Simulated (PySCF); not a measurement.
dimethylamine (C2H7N), SMILES N(C)C. Atoms are numbered in the order given.

```xyz
10

C      0.0201    -0.2223     1.2121
N     -0.1470     0.5620     0.0000
C      0.0201    -0.2223    -1.2121
H      0.9791    -0.7642     1.2649
H     -0.7797    -0.9642     1.2771
H     -0.0569     0.4263     2.0857
H      0.5033     1.3376     0.0000
H      0.9791    -0.7642    -1.2649
H     -0.0569     0.4263    -2.0857
H     -0.7797    -0.9642    -1.2771
```

Geometry optimised at B3LYP-D3(BJ)/def2-TZVP.

The numbers are results of PBE/def2-TZVPD run with PySCF, not measurements.

Symmetry labels are those of the subgroup Cs that the program uses (full group Cs).

Computed valence orbital energies around the gap with their symmetry:
```csv
orbital,symmetry,energy (eV)
HOMO−7,A',-15.39
HOMO−6,A',-12.00
HOMO−5,A',-10.70
HOMO−4,A",-10.67
HOMO−3,A",-9.28
HOMO−2,A',-8.78
HOMO−1,A",-8.71
HOMO,A',-4.99
LUMO,A',-0.22
LUMO+1,A",0.58
LUMO+2,A',0.63
LUMO+3,A',1.46
```
